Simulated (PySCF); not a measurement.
# AlH3 (SMILES [AlH3]) at 3 levels

We compute a comparison of 3 runs (B3LYP/6-31G, UPBE0/6-31G, FCI/6-31G) of AlH3. 

The calculation is run with PySCF 2.14.0.

10 further runs of the same task are left out: 10 set aside as unsound or not needed.

## Step 1: Starting point

The species is AlH3 (4 atoms), meant as a singlet with charge 0. SMILES: `[AlH3]`. The Al1–H2 distance was set to 2.379 Å, away from the relaxed value. At this shape a bond of the SMILES string is far longer than usual.

Bond lengths: Al1–H3 1.586 Å, Al1–H4 1.586 Å. Angles: H3–Al1–H4 120.0°.

## Step 2: The energy at B3LYP/6-31G (run 1)

mol.xyz reads:

```xyz
4

Al    -0.296059    -0.357660    -0.649469
H      0.633200     0.670900     1.283600
H     -1.650559    -1.174860    -0.539269
H      0.439641    -0.227160    -2.048269
```

job.py reads:

```python
from pyscf import gto, dft

mol = gto.Mole()
mol.atom = 'mol.xyz'
mol.spin = 0
mol.verbose = 3
mol.max_memory = 1860
mol.basis = '6-31g'
mol.build()

mf = dft.RKS(mol, xc='b3lyp')
mf.conv_tol = 1e-10
mf.grids.level = 5
mf.kernel()
if not mf.converged:
    mf = mf.newton().run(mf.mo_coeff, mf.mo_occ)

e_tot = mf.e_tot
print('E = %.10f Eh' % e_tot)
```

Started as:

```sh
$ OMP_NUM_THREADS=1 python job.py
```

What it wrote:

```text
converged SCF energy = -244.126364547323
E = -244.1263645473 Eh
```

Run time: 1.9 s. Hardware: 1 thread of Arm Neoverse V1, shared host; peak memory 0.18 GiB.

## Step 3: A single-point energy at UPBE0/6-31G (run 2)

run.py reads:

```python
from pyscf import gto, dft

mol = gto.Mole()
mol.atom = 'Al -0.296059 -0.357660 -0.649469; H 0.633200 0.670900 1.283600; H -1.650559 -1.174860 -0.539269; H 0.439641 -0.227160 -2.048269'
mol.basis = '6-31g'
mol.max_memory = 1860
mol.verbose = 3
mol.charge = 0
mol.build()

mf = dft.UKS(mol)
mf.xc = 'pbe0'
mf.conv_tol = 1e-10
mf.grids.level = 5
mf.kernel()
if not mf.converged:
    mf = mf.newton().run(mf.mo_coeff, mf.mo_occ)
for _ in range(3):
    mo, _, stable, _ = mf.stability(return_status=True)
    if stable:
        break
    mf.kernel(mf.make_rdm1(mo, mf.mo_occ))

e_tot = mf.e_tot
print(f'total energy: {e_tot:.8f} hartree')
```

Started as:

```sh
$ OMP_NUM_THREADS=1 python run.py
```

What it wrote:

```text
converged SCF energy = -243.975015880922  <S^2> = 1.4415136e-12  2S+1 = 1
<class 'pyscf.dft.uks.UKS'> wavefunction is stable in the internal stability analysis
total energy: -243.97501588 hartree
```

Run time: 5.7 s. Hardware: 1 thread of Arm Neoverse V1, shared host; peak memory 0.3 GiB.

## Step 4: The energy at FCI/6-31G (run 3)

job.py reads:

```python
from pyscf import gto, mcscf
from pyscf import fci

mol = gto.M(
    atom=[
    ('Al', (-0.296059, -0.357660, -0.649469)),
    ('H', (0.633200, 0.670900, 1.283600)),
    ('H', (-1.650559, -1.174860, -0.539269)),
    ('H', (0.439641, -0.227160, -2.048269)),
],
    verbose=3,
    basis='6-31g',
    max_memory=1860,
)

calc0 = mol.RHF()
calc0.conv_tol = 1e-10
calc0.kernel()
if not calc0.converged:
    calc0 = calc0.newton().run(calc0.mo_coeff, calc0.mo_occ)

cas = mcscf.CASCI(calc0, calc0.mo_coeff.shape[-1] - 5, (mol.nelec[0] - 5, mol.nelec[1] - 5))  # full CI above the frozen core
cas.fcisolver = fci.direct_spin0.FCI(mol)  # even spin states alone
cas.kernel()
print('<S^2> = %.4f' % cas.fcisolver.spin_square(cas.ci, cas.ncas, cas.nelecas)[0])
e_tot = cas.e_tot
print('E(%s) = %.9f' % ('FCI', e_tot))
```

Started as:

```sh
$ OMP_NUM_THREADS=1 python job.py
```

What it wrote:

```text
converged SCF energy = -243.521286527178
CASCI E = -243.597027217877  E(CI) = -6.78868363408736  S^2 = 0.0000000
<S^2> = 0.0000
E(FCI) = -243.597027218
```

Run time: 2.9 s. Hardware: 1 thread of Arm Neoverse V1, shared host; peak memory 0.15 GiB.

## Step 5: The series

| run | level | follow instability | integration grid | energy (Eh) | dipole moment (D) of the reference | HOMO energy (eV) | LUMO energy (eV) | wall time |
| --- | --- | --- | --- | --- | --- | --- | --- | --- |
| 1 | B3LYP/6-31G | – | 5 | -244.126365 | 1.55 | -7.03 | -2.38 | 1.9 s |
| 2 | UPBE0/6-31G | yes | 5 | -243.975016 | 1.54 | -7.23 | -2.20 | 5.7 s |
| 3 | FCI/6-31G | – | – | -243.597027 | 1.83 | -9.55 | 0.40 | 2.9 s |

## Step 6: Outcome

| quantity | value |
| --- | --- |
| run 3: total energy | -243.59703 Eh |
| run 3: dipole moment (Hartree–Fock density) | 1.83 D |
| run 3: HOMO energy (Hartree–Fock orbitals) | -9.55 eV |
| run 3: LUMO energy (Hartree–Fock orbitals) | 0.40 eV |
| run 3: HOMO–LUMO gap (Hartree–Fock orbitals) | 9.95 eV |
| run 3: correlation energy (5 core orbitals frozen) | -75.7 mEh |

Totals of different functionals can't be ranked against each other. All runs together took 11 s, the longest 5.7 s.
